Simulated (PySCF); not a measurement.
Excitations are Tamm–Dancoff values on a coarser integration grid. The basis has no diffuse functions, so Rydberg states are missing or too high.

Z-matrix (Å, degrees):
```
C
H 1 1.1011
O 1 1.4069 2 107.61
H 3 0.9652 1 108.18 2 -180.00
H 1 1.1091 2 107.34 3 122.19
H 1 1.1091 2 107.34 5 115.62
```
Charge 0, spin multiplicity 1.

Task: What HOMO, S1 excitation (TDA), brightest of the four lowest singlets (TDA), total energy and T1 excitation (TDA) does ωB97X-D3(BJ)/def2-TZVP // B3LYP-D3(BJ)/def2-SVP in PySCF give?

Result: 
```json
{
  "HOMO": "-10.51 eV",
  "S1 excitation (TDA)": "7.38 eV",
  "brightest of the four lowest singlets (TDA)": "9.24 eV",
  "total_energy": "-115.8065 Ha",
  "T1 excitation (TDA)": "6.98 eV"
}
```
